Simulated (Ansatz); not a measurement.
# C4H8: the cost of one run

Program: Ansatz 0.2.0. Level of theory: the levels named in each step. These are calculated values, not measurements.

## Step 1: The system as given

Bond lengths: C1–C2 1.536 Å, C2–C3 1.537 Å, C1–C4 1.537 Å, C3–C4 1.536 Å, C1–H5 1.088 Å, C1–H6 1.088 Å, C2–H7 1.088 Å, C2–H8 1.088 Å, C3–H9 1.088 Å, C3–H10 1.088 Å, C4–H11 1.088 Å, C4–H12 1.088 Å. Angles (14 of 24 angles, heavy atoms first): C1–C2–C3 89.6°, C2–C1–C4 89.6°, C2–C3–C4 89.6°, C1–C4–C3 89.6°, C1–C2–H7 113.1°, C1–C2–H8 115.8°, C3–C2–H7 113.1°, C3–C2–H8 115.8°, C2–C1–H5 115.8°, C2–C1–H6 113.1°, C4–C1–H5 115.8°, C4–C1–H6 113.1°, C2–C3–H9 113.1°, C2–C3–H10 115.8°.

Coordinates:

```xyz
12

C    -0.2630    1.0446   -0.1261
C    -1.0507   -0.2687   -0.0018
C     0.2725   -1.0498   -0.0029
C     1.0412    0.2739    0.1308
H    -0.5085    1.8144    0.6027
H    -0.3124    1.4785   -1.1227
H    -1.5943   -0.3524    0.9371
H    -1.7317   -0.4912   -0.8208
H     0.4648   -1.5611   -0.9439
H     0.4041   -1.7578    0.8128
H     1.8361    0.4347   -0.5947
H     1.4419    0.4350    1.1296
```

## Step 2: A rough first relaxation, PBE-D4/def2-SVP

This run stands in another session on the same molecule. It ended at:

```xyz
12

C    -0.2585    1.0424   -0.1876
C    -1.0555   -0.2663    0.0596
C     0.2770   -1.0524   -0.0643
C     1.0369    0.2764    0.1923
H    -0.5286    1.9384    0.4073
H    -0.2643    1.3267   -1.2600
H    -1.4592   -0.3088    1.0922
H    -1.8770   -0.5176   -0.6416
H     0.4382   -1.4210   -1.0983
H     0.4518   -1.8968    0.6329
H     1.9538    0.4760   -0.3987
H     1.2853    0.4031    1.2661
```

## Step 3: Relaxation, HF/STO-3G

input.yaml reads:

```yaml
crystal:
  periodic: [false, false, false]
  atoms:
    - { symbol: C, position_ang: [-0.25846553, 1.04236746, -0.18755956] }
    - { symbol: C, position_ang: [-1.05547691, -0.26630875, 0.0596325] }
    - { symbol: C, position_ang: [0.27704506, -1.05243258, -0.0643344] }
    - { symbol: C, position_ang: [1.03690017, 0.27638013, 0.19226159] }
    - { symbol: H, position_ang: [-0.52856712, 1.93840563, 0.40734043] }
    - { symbol: H, position_ang: [-0.26425046, 1.32674182, -1.25995614] }
    - { symbol: H, position_ang: [-1.45924906, -0.30878824, 1.09215359] }
    - { symbol: H, position_ang: [-1.87702748, -0.51758083, -0.64155334] }
    - { symbol: H, position_ang: [0.43818302, -1.42100082, -1.09832099] }
    - { symbol: H, position_ang: [0.45184549, -1.8968206, 0.63294468] }
    - { symbol: H, position_ang: [1.95375415, 0.47600645, -0.39873196] }
    - { symbol: H, position_ang: [1.28531867, 0.40305033, 1.26612359] }
basis:
  gaussian: { orbitals: STO-3G }
hamiltonian:
  xc: hf
relax:
  f_tol: 0.002
  max_steps: 150
```

Started as:

```sh
$ ansatz run input.yaml --threads 4 --pin off --max-ram 10240MiB --backend cpu --events-out ev --progress --plain --runs-dir out
```

**Question.** How long does this run take on 4 threads of Intel Xeon at 2.50GHz (Skylake/Cascade Lake), shared host, and how much memory does it need?

About 9.7 s, with a peak of 0.088 GiB.
